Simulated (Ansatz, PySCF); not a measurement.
Molecule: ch3ch2o radical, C2H5O (charge 0, doublet). It need not be the lowest isomer of its formula. 
Coordinates optimised at B3LYP-D3(BJ)/def2-TZVP (Ansatz, a first-principles code):
```
C
O 1 1.3629
H 1 1.1077 2 107.07
H 1 1.1077 3 102.54 2 -112.51
C 1 1.5216 3 111.66 4 -119.68
H 5 1.0908 1 110.40 3 -63.09
H 5 1.0908 6 108.27 1 120.97
H 5 1.0924 6 108.45 7 117.49
```
Charge 0, spin multiplicity 2.

Dipole moments at this geometry, in debye (magnitudes).

```tsv
level	program	dipole (D)
SVWN5/def2-TZVPD	Ansatz	2.42
TPSS/def2-TZVPD	PySCF	2.13
M06-L/def2-TZVPD	PySCF	2.02
PBE0/def2-TZVPD	Ansatz	2.10
M06-2X/def2-TZVPD	PySCF	2.10
MN15/def2-TZVPD	PySCF	2.14
CAM-B3LYP/def2-TZVPD	PySCF	2.17
LC-wPBE/def2-TZVPD	Ansatz	2.16
wB97M-V/def2-TZVPD	Ansatz	2.12
CCSD(T)/aug-cc-pVDZ	Ansatz	2.03
```
